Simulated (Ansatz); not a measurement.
Geometry optimisation, RKS PBE0-D4/6-31G (Ansatz 0.2.0).

Input file:

```yaml
crystal:
  periodic: [false, false, false]
  atoms:
    - { symbol: Si, position_ang: [0.0, 0.0, 0.0] }
    - { symbol: O, position_ang: [0.0, 0.0, 1.68] }
    - { symbol: H, position_ang: [-0.9095, -0.2814, 2.0171] }
    - { symbol: H, position_ang: [1.3768, 0.0, -0.4862] }
    - { symbol: Si, position_ang: [-1.0456, 1.8115, -0.7393] }
    - { symbol: H, position_ang: [-2.4302, 1.478, -1.0607] }
    - { symbol: H, position_ang: [-1.0215, 2.8436, 0.2931] }
    - { symbol: H, position_ang: [-0.3743, 2.3069, -1.9374] }
    - { symbol: H, position_ang: [-0.6877, -1.1914, -0.4862] }
basis:
  gaussian: { orbitals: "6-31G" }
hamiltonian:
  xc: pbe0
  dispersion: d4
relax:
  f_tol: 0.02
  max_steps: 40
```

Run as:

```bash
$ ansatz run input.yaml --threads 1 --pin off --max-ram 2048MiB --backend cpu --events-out ev --progress --plain --runs-dir out
```

Where does it end, and by what steps?

The run converged. The force dipped under the threshold on the way, but the program's further checks kept it going. Limits of this set-up: no polarisation functions. After 11 steps the energy has fallen by 0.483 eV; H7 moved furthest, 0.58 Å.

| step | energy less start (eV) | largest force component (eV/Å) | accepted |
| --- | --- | --- | --- |
| 0 | 0.0000 | 2.450 | yes |
| 1 | -0.3817 | 1.003 | yes |
| 2 | -0.4298 | 0.237 | yes |
| 3 | -0.4455 | 0.322 | yes |
| 4 | -0.4656 | 0.141 | yes |
| 5 | -0.4710 | 0.281 | yes |
| 6 | -0.4754 | 0.183 | yes |
| 7 | -0.4817 | 0.024 | yes |
| 8 | -0.4823 | 0.005 | yes |
| 9 | -0.4824 | 0.043 | yes |
| 10 | -0.4824 | 0.028 | yes |
| 11 | -0.4827 | 0.003 | yes |

```xyz
9
Properties=species:S:1:pos:R:3
Si 0.069 -0.021 0.025
O -0.208 -0.309 1.717
H -1.098 -0.438 2.076
H 1.551 0.169 -0.076
Si -1.075 1.881 -0.771
H -2.562 1.721 -0.593
H -0.643 3.125 -0.047
H -0.796 2.055 -2.240
H -0.331 -1.216 -0.810
```

Time of the run: 22 s on 1 thread of Arm Neoverse V2, on a shared host, peak memory 0.11 GiB.
